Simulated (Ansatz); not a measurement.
## One elementary step

Start structure (C$_{2}$H$_{9}$B, singlet), relaxed at PBE0-D4/def2-TZVP:

```xyz
12
angstrom
B -0.2336 1.1870 0.0490
C 0.3251 -0.1121 -0.6755
C -0.0985 -1.4356 -0.0496
H -1.3995 1.2133 0.3697
H 0.1734 2.2804 -0.2555
H 0.5903 1.3653 1.2137
H -0.0814 0.9888 1.4634
H 1.4157 -0.0786 -0.7786
H -0.0550 -0.0613 -1.7041
H 0.2651 -2.2987 -0.6137
H 0.2864 -1.5358 0.9715
H -1.1877 -1.5127 0.0096
```

The step: C₂H₇B ([BH2][CH2][CH3]) + H₂ → C₂H₆ (CC) + BH₃; bonds formed: B1–H7, C2–H6; bonds broken: B1–C2, H6–H7. Program: Ansatz 0.2.0. Basis: def2-TZVPP and def2-QZVPP. Cores are frozen in the correlated methods. Extrapolation: Hartree–Fock as exp(−7.88 √X), correlation as X^−2.97. Energies below are by CCSD(T) at an estimated basis limit (MP2 extrapolated from triple and quadruple zeta, plus CCSD(T) − MP2 in triple zeta).

Q: What are the electronic barrier and the energy of the step, from the start structure to the end structure? (To be estimated.)

A: By the calculation: Barrier 0.612 eV; step energy -0.224 eV (downhill); reverse barrier, their difference, 0.836 eV. Barrier and step energy count from the start structure, the reverse barrier from the end structure.

The saddle point: One imaginary mode of 1050i cm⁻¹.
| pair | start (Å) | saddle (Å) | end (Å) |
| --- | --- | --- | --- |
| B1–H7 | 1.44 | 1.27 | 1.20 |
| C2–H6 | 2.41 | 1.45 | 1.12 |
| B1–C2 | 1.59 | 1.77 | 2.53 |
| H6–H7 | 0.81 | 1.10 | 1.95 |

Zero-point energy (harmonic, PBE0-D4): ZPE is 2.801 eV at the start and 2.816 eV at the saddle, so the barrier goes from 0.612 to 0.627 eV.

No T1 diagnostic of these runs exceeds 0.010.

Labels in which every atom is bracketed show which atoms are joined, not bond orders.

For scale, one of the runs: CCSD(T)/def2-TZVPP, 219 basis functions, launched by `ansatz run in.yaml --threads 2 --pin off --events-out ev --progress --plain --max-ram 4352MiB`. The run took 81 s on 2 CPU threads of an Arm Neoverse V1 (shared host), with 3.4 GiB of host memory at its peak.
